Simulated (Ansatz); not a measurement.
Relaxation of C$_{2}$H$_{4}$S$_{2}$ (8 atoms, charge 0, multiplicity 1), to a largest force component of 0.02 eV/Å in at most 50 steps.

Computed with UKS r2SCAN/def2-SVP (Ansatz).

```xyz
8
Properties=species:S:1:pos:R:3
C -0.318 0.822 -0.179
C -0.074 -0.623 0.133
S 1.243 -1.041 1.286
S 1.265 -1.470 -0.720
H 0.625 1.354 -0.282
H -0.877 0.911 -1.110
H -0.898 1.281 0.620
H -0.967 -1.232 0.253
```

Problem. Where does it end, and by what steps?

Solution. The run converged. After 4 steps the energy has fallen by 0.044 eV; S3 moved furthest, 0.03 Å.

| step | energy less start (eV) | largest force component (eV/Å) | accepted |
| --- | --- | --- | --- |
| 0 | 0.0000 | 1.115 | yes |
| 1 | -0.0416 | 0.193 | yes |
| 2 | -0.0436 | 0.077 | yes |
| 3 | -0.0437 | 0.047 | yes |
| 4 | -0.0437 | 0.002 | yes |

```xyz
8
Properties=species:S:1:pos:R:3
C -0.315 0.824 -0.180
C -0.065 -0.625 0.133
S 1.239 -1.042 1.317
S 1.263 -1.484 -0.748
H 0.635 1.367 -0.285
H -0.887 0.918 -1.117
H -0.908 1.290 0.624
H -0.963 -1.248 0.256
```

Whether the end is a true minimum wasn't checked by a vibrational analysis.

The run took 29 s on 2 threads of Arm Neoverse V1 (shared host), peak memory 0.19 GiB.
